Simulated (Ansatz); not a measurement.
```yaml
crystal:
  periodic: [false, false, false]
  atoms:
    - {symbol: Zr, position_ang: [0.000000, 0.000000, 0.000000]}
    - {symbol: O, position_ang: [1.887260, 0.012361, 0.002980]}
    - {symbol: O, position_ang: [-0.954331, 1.628235, -0.003388]}
    - {symbol: O, position_ang: [-0.932928, -1.640596, 0.000408]}
basis:
  gaussian: {orbitals: def2-TZVP}
magnetization: {spin_polarized: true, initial_magnetization: 4}
hamiltonian: {xc: pbe0}
relax: {f_tol: 0.004, max_steps: 80}
```

```sh
$ ansatz run in.yaml --threads 1 --pin off --events-out ev --progress --plain --max-ram 2176MiB
```

Steps of the relaxation (energy above the last step; positions in Å, forces in eV/Å):

```
4
step 1, 238.8 meV
Zr    0.000    0.000    0.000    0.000    0.000    0.000
O     1.887    0.012    0.003    1.996    0.013    0.003
O    -0.954    1.628   -0.003   -1.009    1.722   -0.004
O    -0.933   -1.641    0.000   -0.987   -1.735    0.000
```

```
4
step 2, 13.6 meV
Zr    0.000    0.000    0.000    0.000    0.000    0.000
O     1.950    0.013    0.003    0.442    0.003    0.001
O    -0.986    1.683   -0.004   -0.224    0.382   -0.001
O    -0.964   -1.695    0.000   -0.219   -0.384    0.000
```

```
4
step 3, 0.0 meV
Zr    0.000    0.000    0.000    0.000    0.000    0.000
O     1.971    0.013    0.003    0.007    0.000    0.000
O    -0.996    1.700   -0.004   -0.004    0.006    0.000
O    -0.974   -1.713    0.000   -0.004   -0.006    0.000
```

```
4
step 4, 0.0 meV
Zr    0.000    0.000    0.000    0.000    0.000    0.000
O     1.971    0.013    0.003    0.000    0.000    0.000
O    -0.997    1.700   -0.004    0.000    0.000    0.000
O    -0.974   -1.713    0.000    0.000    0.000    0.000
```

Close pairs at the end: Zr1–O3 1.971 Å, Zr1–O4 1.971 Å, Zr1–O2 1.971 Å.

A stationary point of unrestricted PBE0 after 4 steps, with ⟨S²⟩ = 6.016 against 6.00 for a pure state; no frequencies were run, so it isn't proven a minimum. 55 s on 1 thread of Intel Xeon 6975P-C, shared host.
